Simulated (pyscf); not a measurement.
B–Cl (SMILES [B]Cl) [singlet] + SiH₄ (SMILES [SiH4]) -> H₃Si–BH–Cl (SMILES [SiH3]BCl), an insertion (singlet surface; H–Si broken, B–Si, B–H formed). Structures and frequencies: ωB97X-D3(BJ)/def2-SVP in PySCF. MP2 and CC: frozen core, UHF for open shells. ΔMP2 is the change of the MP2 total energy from the triple- to the quadruple-zeta basis. Energies in kJ/mol from the separated reactants.

GFN2-xTB: tblite. 

Quick GFN2-xTB single points give ΔE‡ = 17.4 kJ/mol and ΔE = -264.3 kJ/mol. What does CCSD(T)/def2-TZVPP + ΔMP2(QZVPP) give, and how far is the quick result from it?

CCSD(T)/def2-TZVPP + ΔMP2(QZVPP) gives ΔE‡ = 55.0 kJ/mol and ΔE = -232.3 kJ/mol. GFN2-xTB lies 37.5 kJ/mol under it in the barrier and 32.0 kJ/mol under it in the reaction energy, so on this step it does not hold to within 12.6 kJ/mol. CCSD(T)/def2-TZVPP + ΔMP2(QZVPP) has limits of its own. This is the saddle that the search found; another between the same sides may lie lower. The CCSD(T) − MP2 part came from Ansatz, without density fitting, on the same reference.
